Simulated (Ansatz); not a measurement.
Geometry optimisation, RKS PBE0-D4/def2-SVP in Ansatz 0.2.0.

The input (input.yaml):

```yaml
crystal:
  periodic: [false, false, false]
  atoms:
    - { symbol: B, position_ang: [0.074533, -0.505521, -0.18704] }
    - { symbol: Cl, position_ang: [-0.271491, 0.461938, 2.703458] }
    - { symbol: H, position_ang: [1.111135, 0.10556, -0.237106] }
    - { symbol: H, position_ang: [-0.996909, -0.033971, -0.473087] }
    - { symbol: "N", position_ang: [0.143674, -1.916656, 0.224355] }
    - { symbol: H, position_ang: [-0.663167, -2.526711, 0.214609] }
    - { symbol: H, position_ang: [1.024317, -2.389119, 0.3851] }
    - { symbol: H, position_ang: [-0.090191, -0.724322, 2.12421] }
basis:
  gaussian: { orbitals: def2-SVP }
hamiltonian:
  xc: pbe0
  dispersion: d4
relax:
  f_tol: 0.03
  max_steps: 50
```

Run as:

```bash
$ ansatz run input.yaml --threads 1 --pin off --max-ram 2048MiB --backend cpu --events-out ev --progress --plain --runs-dir out
```

Problem. Where does it end, and by what steps?

Solution. The run converged. After 7 steps the energy has fallen by 0.192 eV; Cl2 moved furthest, 0.63 Å.

| step | energy less start (eV) | largest force component (eV/Å) | accepted |
| --- | --- | --- | --- |
| 0 | 0.0000 | 2.433 | yes |
| 1 | -0.1074 | 1.128 | yes |
| 2 | -0.1275 | 1.105 | yes |
| 3 | -0.1620 | 0.628 | yes |
| 4 | -0.1775 | 0.667 | yes |
| 5 | -0.1901 | 0.067 | yes |
| 6 | -0.1909 | 0.040 | yes |
| 7 | -0.1915 | 0.020 | yes |

```xyz
8
Properties=species:S:1:pos:R:3
B 0.108 -0.544 -0.414
Cl -0.273 0.025 3.165
H 1.149 0.038 -0.599
H -0.952 -0.118 -0.802
N 0.128 -1.744 0.302
H -0.694 -2.322 0.433
H 0.987 -2.196 0.595
H -0.120 -0.668 2.076
```

Whether the end is a true minimum wasn't checked by a vibrational analysis.

The run took 24 s on 1 thread of Arm Neoverse V1, with other jobs on the host, peak memory 0.14 GiB.
